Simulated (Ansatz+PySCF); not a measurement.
Results of a calculation; reference values are marked as such.
Input for PySCF 2.14.0:

```python
from pyscf import gto, scf, cc

mol = gto.M(atom="""
F 0.000000 0.000000 0.000000
F 0.000000 0.000000 1.860000
""", basis='6-31g', charge=1, spin=1)
mf = scf.UHF(mol)
mf.kernel()
mycc = cc.CCSD(mf, frozen=2).run()
et = mycc.ccsd_t()
print(mf.e_tot, mycc.e_corr, et, mycc.e_tot + et)
```

The script is written out from the run's settings.

Output:

```yaml
Converged: yes
Reference_energy: -197.90638 hartree
CCSD_correlation_energy: -0.38944 hartree
Triples_correction: -0.02503 hartree
Total_energy: -198.32085 hartree
Spin_squared_of_the_determinant: 0.762
```

This is not the lowest solution: another run reaches a determinant 6.69 eV lower. Caution: large share of triples, a single reference is doubtful; the charge can sit on one fragment and break the point group; another reference gives a lower total.
